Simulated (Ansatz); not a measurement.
System: fcc Ag. Method: PBEsol (Ansatz, a program for electronic structure, plane waves, PAW).

Run with plane-wave cutoff 520 eV, 18×18×18 k mesh, Fermi–Dirac smearing 0.1 eV, perturbation theory, force constants from a 6×6×6 q mesh, no spin polarisation, scalar-relativistic PAW data made under PBE.

Task: What does this level give for the zero-point energy?

Result: 
- zero-point energy: 0.021 eV/atom

It cost about 28 core-minutes (a rough figure) of CPU time.
